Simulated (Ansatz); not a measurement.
**AlF₂ (doublet): wave-function methods side by side at angle F2–Al1–F3 = 180.0°, cc-pVDZ**

An exercise on one series of results from a longer session: the logs are not shown, and one member is left open.

Computed with Ansatz 0.2.0, Gaussian basis. Level: cc-pVDZ, core rule «outside noble gas», up to 7 orbitals frozen.

Plan: UHF; CCSD(T) on ROHF; CCSD(T) on UHF; BCCD(T) on ROHF; CISD; CCSDT(Q) on ROHF; CCSDT(Q) on UHF; CASSCF and MRCISD+Q, 3 electrons in 3 orbitals; CASSCF and NEVPT2, 3 electrons in 3 orbitals.

32 further runs of the same task are left out: 16 for a known fault of the program, 2 for a mislabelled method, 13 that didn't finish, 1 set aside as unsound or not needed.

## The geometry

The geometry derives from a PBE0/def2-TZVP stationary point (not a proven minimum). One angle is set to the value named; bond lengths are kept.

3 atoms, charge 0, spin multiplicity 2.

Atoms are counted from 1 here; the program's logs count them from 0.

Bond lengths: Al1–F2 1.647 Å, Al1–F3 1.647 Å. Angles: F2–Al1–F3 180.0°.

Set-up of the first run:

The input, in.yaml:

```yaml
crystal:
  periodic: [false, false, false]
  atoms:
    - {symbol: Al, position_ang: [0.000000, 0.000000, 0.000000]}
    - {symbol: F, position_ang: [0.000000, 0.000000, -1.646521]}
    - {symbol: F, position_ang: [0.000000, 0.000000, 1.646521]}
basis:
  gaussian: {orbitals: cc-pVDZ}
magnetization: {spin_polarized: true, initial_magnetization: 1}
hamiltonian: {xc: hf}
output: {orbitals: {seedname: orbitals}}
```

Command:

```sh
$ ansatz run in.yaml --threads 1 --pin off --events-out ev --progress --plain --max-ram 2393MiB
```

Steps of the session up to this table: UHF; CCSD(T) on ROHF; CCSD(T) on UHF; BCCD(T) on ROHF; CISD; CCSDT(Q) on ROHF; CCSDT(Q) on UHF; CASSCF and MRCISD+Q, 3 electrons in 3 orbitals; CASSCF and NEVPT2, 3 electrons in 3 orbitals.

One of the session's tables, all rows but one given; the rest of the session is left out.

It belongs to the step «Misses and costs». 

| method | from UCCSDT(Q) (kJ/mol) |
| --- | --- |
| ROHF | +1160.3 |
| UHF | +1156.5 |
| RMP2 | +34.0 |
| UMP2 | +33.1 |
| CISD | +114.5 |
| RCCSD | +25.5 |
| UCCSD | +25.5 |
| RCCSD(T) | +4.3 |
| UCCSD(T) | +4.3 |
| BCCD(T) | +3.7 |
| RCCSDT | +2.8 |
| UCCSDT | +2.7 |
| RCCSDT(Q) | ? |
| UCCSDT(Q) | 0 |
| CASSCF pair | +1120.6 |
| NEVPT2 pair | +42.7 |
| MRCISD pair | +108.7 |
| MRCISD+Q pair | +23.8 |

**Question.** Estimate the row for RCCSDT(Q).

The run gave: from UCCSDT(Q) (kJ/mol): +0.7. In the column «from UCCSDT(Q) (kJ/mol)» it lies between UCCSDT(Q) (0) and UCCSDT (+2.7).

Caveats from the session: Restricted and unrestricted rows rest on different reference determinants; where their highest levels disagree by more than a few hundredths of an eV, they describe different states and don't form one ladder.
